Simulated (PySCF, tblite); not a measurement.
Isomers of [C5H12P]+ (charge +1). Method: GFN2-xTB as coded in tblite; computed harmonic values from a numerical Hessian at the method's own geometry, unscaled. This tight-binding method is rough: wavenumbers can miss measured ones by several per cent, in bad cases by 10 to 20. Modes of hydrogen on phosphorus can be 10 to 20 % off. One conformer each.

Electronic energies: PBE0/pcSseg-1 single points on the GFN2-xTB geometries (PySCF, gas phase).

```json
{"SMILES": "C=C[P+](C)(C)C", "electronic energy, lowest = 0 (kcal/mol)": "0.0"}
{"SMILES": "C[PH+](C)C1CC1", "electronic energy, lowest = 0 (kcal/mol)": "11.5"}
{"SMILES": "C/C=C/[PH2+]CC", "electronic energy, lowest = 0 (kcal/mol)": "20.3"}
{"SMILES": "CC[C@@H]1C[P@H+]1C", "electronic energy, lowest = 0 (kcal/mol)": "26.9"}
{"SMILES": "C1CC[PH2+]CC1", "electronic energy, lowest = 0 (kcal/mol)": "1.9"}
```

How do GFN2-xTB zero-point energies change the relative energies?

```json
{"SMILES": "C=C[P+](C)(C)C", "ZPE (kcal/mol)": "95.1", "of it from modes above 1550 cm⁻¹": "54.3", "electronic (kcal/mol)": "0.0", "with ZPE, lowest = 0 (kcal/mol)": "0.0", "lowest mode (cm⁻¹)": "62", "rings": "0"}
{"SMILES": "C1CC[PH2+]CC1", "ZPE (kcal/mol)": "98.5", "of it from modes above 1550 cm⁻¹": "49.5", "electronic (kcal/mol)": "1.9", "with ZPE, lowest = 0 (kcal/mol)": "5.3", "lowest mode (cm⁻¹)": "161", "rings": "1"}
{"SMILES": "C[PH+](C)C1CC1", "ZPE (kcal/mol)": "96.1", "of it from modes above 1550 cm⁻¹": "51.2", "electronic (kcal/mol)": "11.5", "with ZPE, lowest = 0 (kcal/mol)": "12.4", "lowest mode (cm⁻¹)": "52", "rings": "1"}
{"SMILES": "C/C=C/[PH2+]CC", "ZPE (kcal/mol)": "95.1", "of it from modes above 1550 cm⁻¹": "52.3", "electronic (kcal/mol)": "20.3", "with ZPE, lowest = 0 (kcal/mol)": "20.3", "lowest mode (cm⁻¹)": "51", "rings": "0"}
{"SMILES": "CC[C@@H]1C[P@H+]1C", "ZPE (kcal/mol)": "96.4", "of it from modes above 1550 cm⁻¹": "50.9", "electronic (kcal/mol)": "26.9", "with ZPE, lowest = 0 (kcal/mol)": "28.1", "lowest mode (cm⁻¹)": "79", "rings": "1"}
```

The zero-point energies span 3.4 kcal/mol, from `C/C=C/[PH2+]CC` to `C1CC[PH2+]CC1`. The order is unchanged.

And how do the electronic energies of GFN2-xTB itself compare?

`C=C[P+](C)(C)C` 15.9; `C1CC[PH2+]CC1` 0.0; `C[PH+](C)C1CC1` 15.1; `C/C=C/[PH2+]CC` 24.3; `CC[C@@H]1C[P@H+]1C` 32.2 kcal/mol, lowest = 0. Against the energies above, taken from the same isomer `C=C[P+](C)(C)C`, the largest difference is 17.8 kcal/mol.

What do entropy and thermal enthalpy add at 298.15 K and 1 bar (rigid rotor, harmonic oscillator, one conformer each)?

```
            SMILES  point group  symmetry number  S (cal/(mol K))  H − H(0) (kcal/mol)  ZPE + H − H(0) − TS (kcal/mol)
    C=C[P+](C)(C)C           Cs                1             93.6                 6.69                            73.9
     C1CC[PH2+]CC1           Cs                1             79.6                 4.79                            79.6
    C[PH+](C)C1CC1           Cs                1             90.1                 6.04                            75.3
    C/C=C/[PH2+]CC           C1                1             93.8                 6.41                            73.6
CC[C@@H]1C[P@H+]1C           C1                1             89.9                 6.03                            75.7
```
